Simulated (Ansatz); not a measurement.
# SiOF+ (quintet): the correlation ladder, def2-QZVPP

An exercise on one series of results from a longer session: the logs are not shown, and one member is left open.

Method: def2-QZVPP, core rule «outside noble gas», up to 7 orbitals frozen; program: Ansatz 0.2.0, Gaussian basis.

Plan: UHF; ROHF; CCSD(T) on UHF.

## What is computed

The geometry is a PBE0/def2-TZVP stationary point (not a proven minimum) of the parent state, kept for this charge and spin.

3 atoms, charge 1, spin multiplicity 5.

Atoms are counted from 1 here; the program's logs count them from 0.

Bond lengths: F1–Si3 1.602 Å, O2–Si3 1.725 Å. Angles: F1–Si3–O2 115.7°.

Geometry (Å):

```xyz
3
FOSi
F     0.00000    0.39035    1.31021
O     0.00000    0.39753   -1.50665
Si    0.00000   -0.49051   -0.02800
```

The first run:

Contents of in.yaml:

```yaml
crystal:
  periodic: [false, false, false]
  atoms:
    - {symbol: F, position_ang: [0.000000, 0.390347, 1.310206]}
    - {symbol: O, position_ang: [0.000000, 0.397529, -1.506653]}
    - {symbol: Si, position_ang: [0.000000, -0.490510, -0.027996]}
basis:
  gaussian: {orbitals: "def2-QZVPP.json"}
total_charge: 1
magnetization: {spin_polarized: true, initial_magnetization: 4}
hamiltonian: {xc: hf}
output: {orbitals: {seedname: orbitals}}
```

Command:

```
ansatz run in.yaml --threads 1 --pin off --events-out ev --progress --plain --max-ram 2393MiB
```

Steps of the session up to this table: UHF; ROHF; CCSD(T) on UHF.

One of the session's tables, all rows but one given; the rest of the session is left out.

| method | from UCCSD(T) (kcal/mol) |
| --- | --- |
| ROHF | +329.05 |
| UHF | +323.52 |
| UMP2 | +21.34 |
| UCCSD | ? |
| UCCSD(T) | 0 |

**Question.** Estimate the row for UCCSD.

As computed: from UCCSD(T) (kcal/mol): +10.15. In the column «from UCCSD(T) (kcal/mol)» it lies between UCCSD(T) (0) and UMP2 (+21.34).
